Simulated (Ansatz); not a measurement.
A made-up structure of C2H2Cl, doublet:

```
atom    x (Å)    y (Å)    z (Å)
  C1  -0.9437   0.0112  -0.1380
  C2   0.2969   0.3337   0.0574
 Cl3   1.5726  -0.8518   0.1960
  H4  -1.5856  -0.8431  -0.2680
  H5  -1.5418   0.5711  -0.8106
```

It is relaxed with PBE-D4/def2-SVP and then PBE0-D4/def2-TZVP (Ansatz 0.2.0). Atoms count as bonded within 1.22 times the sum of their covalent radii (H–H: 0.88 Å). The end point is not checked to be a true minimum.

(1) Does its bonding change? (A judgement: the text doesn't fix the answer.)

Answers

(1) Computed: No: no bond forms or breaks.

Where it ends: The first stage lowers the energy by 0.99 eV in 8 steps. It ends as C₂H₂Cl ([CH2][C][Cl]):
```xyz
5
angstrom
C -0.9859 -0.0058 -0.3365
C 0.2922 0.1726 -0.1225
Cl 1.5583 -0.7948 0.3552
H -1.4610 -0.9765 -0.2061
H -1.6052 0.8256 -0.6533
```

Labels in which every atom is bracketed show which atoms are joined, not bond orders.

For scale, one of the runs: PBE0-D4/def2-TZVP relaxation, 111 basis functions, launched by `ansatz run in.yaml --threads 2 --pin off --events-out ev --progress --plain --max-ram 4352MiB`. Hardware: 2 CPU threads of an Arm Neoverse V1, shared host. Wall time about 15 s.
